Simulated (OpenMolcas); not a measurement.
# A workflow on N2H3 (hydrazinyl radical)

Aim: a single-point energy (UHF/STO-3G), then a single-point energy (CASSCF(3,3)/STO-3G), then a single-point energy (CASPT2(3,3)/STO-3G), then the energy (SC-NEVPT2(3,3)/STO-3G), then a single-point energy (MRCI(3,3)/STO-3G) of N2H3 (hydrazinyl radical). 

The calculation is run with OpenMolcas 26.06.

## 1. Starting point

N2H3 has 5 atoms, charge 0, and is taken as a doublet. As SMILES, `[NH]N`. The N2–H4 distance was set to 1.768 Å, away from the relaxed value. At this shape a bond of the SMILES string is far longer than usual.

Bond lengths: N1–N2 1.335 Å, N1–H3 1.020 Å, N2–H5 1.017 Å. Angles: N1–N2–H5 121.7°, N2–N1–H3 109.8°. A long bond or contact: N2–H4 1.768 Å.

## 2. A single-point energy at UHF/STO-3G (run 1)

step1.input

```
* H3N2 Hartree-Fock

&GATEWAY
  BasLib
  $CurrDir
  Coord
  5
  angstrom
  N        0.512646      -1.049858       0.651880
  N        0.561346       0.007592      -0.161260
  H        1.439366      -1.233528       1.035710
  H       -1.043070       0.577800      -0.638700
  H        1.280166       0.720472      -0.069150
  Basis
  STO-3G
  Group
  NoSym

&SEWARD

&SCF
  UHF
  Spin
  2
  Scramble
  0.25
  PrOrbitals
  1 1
```

The basis set STO-3G is read from a file made from the Basis Set Exchange's data (not shown).

Command:

```console
$ export MOLCAS_MEM=1860
$ pymolcas step1.input > step1.log
```

Output:

```text
--- Start Module: gateway ---
[...]
--- Stop Module: gateway /rc=_RC_ALL_IS_WELL_ ---
--- Start Module: seward ---
[...]
      Basis functions           13
--- Stop Module: seward /rc=_RC_ALL_IS_WELL_ ---
--- Start Module: scf ---
[...]
       Convergence after  24 Iterations
[...]
::    Total SCF energy                               -108.9830203306
[...]
      Total spin, S                                     0.8100187466
[...]
      Total electronic charge=   17.000000
      Total            charge=   -0.000000
[...]
      Dipole Moment (debye):
      Origin of the operator (angstrom)=    0.5391   -0.4683    0.2321
                   X=  1.7148E+00               Y=  1.5444E+00               Z=  3.7729E-01           Total=  2.3384E+00
      Quadrupole Moment (debye*angstrom):
[...]
--- Stop Module: scf /rc=_RC_ALL_IS_WELL_ ---
[...]
```

It took 1.9 s on 1 thread of Intel Xeon Platinum 8488C (Sapphire Rapids), shared host; peak memory 0.37 GiB.

## 3. The energy at CASSCF(3,3)/STO-3G (run 2)

step2.input

```
&GATEWAY
BasLib=$CurrDir
Coord
5
angstrom
N        0.512646      -1.049858       0.651880
N        0.561346       0.007592      -0.161260
H        1.439366      -1.233528       1.035710
H       -1.043070       0.577800      -0.638700
H        1.280166       0.720472      -0.069150
Basis=STO-3G
Group=NoSym
&SEWARD
&RASSCF
FileOrb=$CurrDir/step1.UnaOrb
Spin=2
Nactel=3 0 0
Inactive=7
Ras2=3
OrbListing=Nothing
OrbAppear=Compact
```

The basis set STO-3G is read from a file made from the Basis Set Exchange's data (not shown).

Command:

```console
$ export MOLCAS_MEM=1860
$ pymolcas step2.input > step2.log
```

Output:

```text
--- Start Module: gateway ---
[...]
--- Stop Module: gateway /rc=_RC_ALL_IS_WELL_ ---
--- Start Module: seward ---
[...]
      Basis functions           13
--- Stop Module: seward /rc=_RC_ALL_IS_WELL_ ---
--- Start Module: rasscf ---
[...]
      Number of active orbitals                  3
[...]
      Spin quantum number                      0.5
[...]
      Active orbitals                            3
[...]
      Number of CSFs                             8
[...]
      Number of root(s) required                 1
[...]
      Convergence after 35 iterations
[...]
      printout of CI-coefficients larger than  0.05 for root  1
      energy=    -109.035091
      conf/sym  111     Coeff  Weight
             2  u20   0.05543 0.00307
             3  20u  -0.94513 0.89327
             5  02u   0.31588 0.09978
      Natural orbitals and occupation numbers for root  1
      sym 1:   1.791604   0.209195   0.999200
      ************************************************************************************************************************
      *                                                    Final results                                                     *
[...]
::    RASSCF root number  1 Total energy:   -109.03509062
[...]
      Total electronic charge=   17.000000
      Total            charge=   -0.000000
[...]
      Dipole Moment (debye):
      Origin of the operator (angstrom)=    0.5391   -0.4683    0.2321
                   X=  3.0451E+00               Y=  6.6834E-01               Z=  1.0540E+00           Total=  3.2909E+00
      Quadrupole Moment (debye*angstrom):
[...]
--- Stop Module: rasscf /rc=_RC_ALL_IS_WELL_ ---
[...]
```

It took 2.4 s on 1 thread of Intel Xeon Platinum 8488C (Sapphire Rapids), shared host; peak memory 0.37 GiB.

## 4. A single-point energy at CASPT2(3,3)/STO-3G (run 3)

step3.inp

```
&GATEWAY
BasLib = $CurrDir
Coord
5
angstrom
N        0.512646      -1.049858       0.651880
N        0.561346       0.007592      -0.161260
H        1.439366      -1.233528       1.035710
H       -1.043070       0.577800      -0.638700
H        1.280166       0.720472      -0.069150
Basis = STO-3G
Group = NoSym
&SEWARD
&RASSCF
FileOrb = $CurrDir/step2.RasOrb
Spin = 2
Nactel = 3 0 0
Inactive = 7
Ras2 = 3
OrbListing = Nothing
OrbAppear = Compact
&CASPT2
Imaginary = 0.1
Frozen = 2
```

The basis set STO-3G is read from a file made from the Basis Set Exchange's data (not shown).

Command:

```console
$ export MOLCAS_MEM=1860
$ pymolcas step3.inp > step3.log
```

Output:

```text
--- Start Module: gateway ---
[...]
--- Stop Module: gateway /rc=_RC_ALL_IS_WELL_ ---
[...]
      Basis functions           13
[...]
--- Start Module: rasscf ---
[...]
      Number of active orbitals                  3
[...]
      Spin quantum number                      0.5
[...]
      Active orbitals                            3
[...]
      Number of CSFs                             8
[...]
      Number of root(s) required                 1
[...]
      Convergence after  4 iterations
[...]
      printout of CI-coefficients larger than  0.05 for root  1
      energy=    -109.035091
      conf/sym  111     Coeff  Weight
             2  u20   0.05543 0.00307
             3  20u  -0.94513 0.89327
             5  02u   0.31588 0.09978
      Natural orbitals and occupation numbers for root  1
      sym 1:   1.791603   0.209197   0.999200
      ************************************************************************************************************************
      *                                                    Final results                                                     *
[...]
::    RASSCF root number  1 Total energy:   -109.03509062
[...]
      Total electronic charge=   17.000000
      Total            charge=   -0.000000
[...]
      Dipole Moment (debye):
      Origin of the operator (angstrom)=    0.5391   -0.4683    0.2321
                   X=  3.0451E+00               Y=  6.6832E-01               Z=  1.0539E+00           Total=  3.2909E+00
      Quadrupole Moment (debye*angstrom):
[...]
--- Stop Module: rasscf /rc=_RC_ALL_IS_WELL_ ---
--- Start Module: caspt2 ---
[...]
 ###    WARNING: User changed nr of frozen orbitals.                         ###
 ###############################################################################
[...]
      E2 (Variational):          -0.0779591190
      Total energy:            -109.1130497387
[...]
      Reference weight:           0.96701
[...]
::    CASPT2 Root  1     Total energy:   -109.11304974
[...]
--- Stop Module: caspt2 /rc=_RC_ALL_IS_WELL_ ---
[...]
```

Run time: 1.8 s. Hardware: 1 thread of Intel Xeon Platinum 8488C (Sapphire Rapids), shared host; peak memory 0.37 GiB.

## 5. A single-point energy at SC-NEVPT2(3,3)/STO-3G (run 4)

step4.inp

```
* H3N2 NEVPT2

&gateway
 baslib=$CurrDir
 coord
 5
 angstrom
 N        0.512646      -1.049858       0.651880
 N        0.561346       0.007592      -0.161260
 H        1.439366      -1.233528       1.035710
 H       -1.043070       0.577800      -0.638700
 H        1.280166       0.720472      -0.069150
 basis=STO-3G
 group=NoSym

&seward

&rasscf
 fileorb=$CurrDir/step2.RasOrb
 spin=2
 nactel=3 0 0
 inactive=7
 ras2=3
 orblisting=Nothing
 orbappear=Compact

&caspt2
 sc-nevpt2
 frozen=2
```

The basis set STO-3G is read from a file made from the Basis Set Exchange's data (not shown).

Command:

```console
$ export MOLCAS_MEM=1860
$ pymolcas step4.inp > step4.log
```

Output:

```text
--- Start Module: gateway ---
[...]
--- Stop Module: gateway /rc=_RC_ALL_IS_WELL_ ---
[...]
      Basis functions           13
[...]
--- Start Module: rasscf ---
[...]
      Number of active orbitals                  3
[...]
      Spin quantum number                      0.5
[...]
      Active orbitals                            3
[...]
      Number of CSFs                             8
[...]
      Number of root(s) required                 1
[...]
      Convergence after  4 iterations
[...]
      printout of CI-coefficients larger than  0.05 for root  1
      energy=    -109.035091
      conf/sym  111     Coeff  Weight
             2  u20   0.05543 0.00307
             3  20u  -0.94513 0.89327
             5  02u   0.31588 0.09978
      Natural orbitals and occupation numbers for root  1
      sym 1:   1.791603   0.209197   0.999200
      ************************************************************************************************************************
      *                                                    Final results                                                     *
[...]
::    RASSCF root number  1 Total energy:   -109.03509062
[...]
      Total electronic charge=   17.000000
      Total            charge=   -0.000000
[...]
      Dipole Moment (debye):
      Origin of the operator (angstrom)=    0.5391   -0.4683    0.2321
                   X=  3.0451E+00               Y=  6.6832E-01               Z=  1.0539E+00           Total=  3.2909E+00
      Quadrupole Moment (debye*angstrom):
[...]
--- Stop Module: rasscf /rc=_RC_ALL_IS_WELL_ ---
--- Start Module: caspt2 ---
[...]
 ###    WARNING: User changed nr of frozen orbitals.                         ###
 ###############################################################################
[...]
      E2 (Variational):          -0.0778145133
[...]
      E2 (Variational):          -0.0775823351
      Total energy:            -109.1126729549
[...]
      Reference weight:           0.96758
[...]
::    SC-NEVPT2 Root  1     Total energy:   -109.11267295
[...]
--- Stop Module: caspt2 /rc=_RC_ALL_IS_WELL_ ---
[...]
```

It took 1.7 s on 1 thread of Intel Xeon Platinum 8488C (Sapphire Rapids), shared host; peak memory 0.37 GiB.

## 6. The energy at MRCI(3,3)/STO-3G (run 5)

step5.input

```
&GATEWAY
BasLib = $CurrDir
Coord
5
angstrom
N        0.512646      -1.049858       0.651880
N        0.561346       0.007592      -0.161260
H        1.439366      -1.233528       1.035710
H       -1.043070       0.577800      -0.638700
H        1.280166       0.720472      -0.069150
Basis = STO-3G
Group = NoSym
&SEWARD
&RASSCF
FileOrb = $CurrDir/step2.RasOrb
Spin = 2
Nactel = 3 0 0
Inactive = 7
Ras2 = 3
OrbListing = Nothing
OrbAppear = Compact
&MOTRA
LumOrb
Frozen = 2
&GUGA
Electrons = 13
Spin = 2
Inactive = 5
Active = 3
CIAll = 1
&MRCI
SDCI
```

The basis set STO-3G is read from a file made from the Basis Set Exchange's data (not shown).

Command:

```console
$ export MOLCAS_MEM=1860
$ pymolcas step5.input > step5.log
```

Output:

```text
--- Start Module: gateway ---
[...]
--- Stop Module: gateway /rc=_RC_ALL_IS_WELL_ ---
[...]
      Basis functions           13
[...]
      Number of active orbitals                  3
[...]
      Spin quantum number                      0.5
[...]
      Active orbitals                            3
[...]
      Number of CSFs                             8
[...]
      Number of root(s) required                 1
[...]
      Convergence after  4 iterations
[...]
      printout of CI-coefficients larger than  0.05 for root  1
      energy=    -109.035091
      conf/sym  111     Coeff  Weight
             2  u20   0.05543 0.00307
             3  20u  -0.94513 0.89327
             5  02u   0.31588 0.09978
      Natural orbitals and occupation numbers for root  1
      sym 1:   1.791603   0.209197   0.999200
      ************************************************************************************************************************
      *                                                    Final results                                                     *
[...]
::    RASSCF root number  1 Total energy:   -109.03509062
[...]
      Dipole Moment (debye):
      Origin of the operator (angstrom)=    0.5391   -0.4683    0.2321
                   X=  3.0451E+00               Y=  6.6832E-01               Z=  1.0539E+00           Total=  3.2909E+00
      Quadrupole Moment (debye*angstrom):
[...]
      *** WARNING: Default frozen orbitals is overwritten by user input.
      *** Default values:   2
[...]
--- Start Module: guga ---
[...]
--- Stop Module: guga /rc=_RC_ALL_IS_WELL_ ---
--- Start Module: mrci ---
[...]
       (But an ACPF correction will be computed)
       USE THE DEFAULT ACPF G-VALUE GFAC=  0.15384615384615385
[...]
                      CI ENERGY:  -109.13645412
[...]
                ACPF CORRECTION:    -0.00688812
[...]
      Total electronic charge=   17.000000
      Total            charge=   -0.000000
[...]
     ACPF CORRECTION:     -0.00688812
[...]
  CI State   1     Total energy:   -109.13645412     QDav:     -0.00824234     QACPF:     -0.00688812
[...]
--- Stop Module: mrci /rc=_RC_ALL_IS_WELL_ ---
[...]
```

Wall time 2 s (1 thread of Intel Xeon Platinum 8488C (Sapphire Rapids), shared host); peak memory 0.37 GiB.

## 7. Summary of results

| quantity | value |
| --- | --- |
| run 1, UHF/STO-3G: total energy | -108.98302 Eh |
| run 1, UHF/STO-3G: dipole moment | 2.34 D |
| run 1, UHF/STO-3G: HOMO energy (highest over α and β) | -7.93 eV |
| run 1, UHF/STO-3G: LUMO energy (lowest over α and β) | 6.34 eV |
| run 1, UHF/STO-3G: ⟨S²⟩ | 1.466 |
| run 2, CASSCF(3,3)/STO-3G: total energy | -109.03509 Eh |
| run 2, CASSCF(3,3)/STO-3G: dipole moment (CASSCF density) | 3.29 D |
| run 3, CASPT2(3,3)/STO-3G: total energy | -109.11305 Eh |
| run 3, CASPT2(3,3)/STO-3G: dipole moment (CASSCF density) | 3.29 D |
| run 4, SC-NEVPT2(3,3)/STO-3G: total energy | -109.11267 Eh |
| run 4, SC-NEVPT2(3,3)/STO-3G: dipole moment (CASSCF density) | 3.29 D |
| run 5, MRCI(3,3)/STO-3G: total energy | -109.13645 Eh |
| run 5, MRCI(3,3)/STO-3G: dipole moment (CASSCF density) | 3.29 D |

**Reading.** ⟨S²⟩ (run 1, UHF/STO-3G) is 1.47 where a pure doublet has 0.75: the reference is spin-contaminated. The run (run 1, UHF/STO-3G) may have ended on a state above the lowest. Mulliken charges (run 1, UHF/STO-3G) run from -0.20 on N2 to +0.19 on H5; they depend strongly on the basis. Mulliken charges (run 2, CASSCF(3,3)/STO-3G) run from -0.15 on N2 to +0.17 on H5; they depend strongly on the basis. Mulliken charges (run 4, SC-NEVPT2(3,3)/STO-3G) of the CASSCF density run from -0.15 on N2 to +0.17 on H5; they depend strongly on the basis. Mulliken charges (run 5, MRCI(3,3)/STO-3G) of the CASSCF density run from -0.15 on N2 to +0.17 on H5.
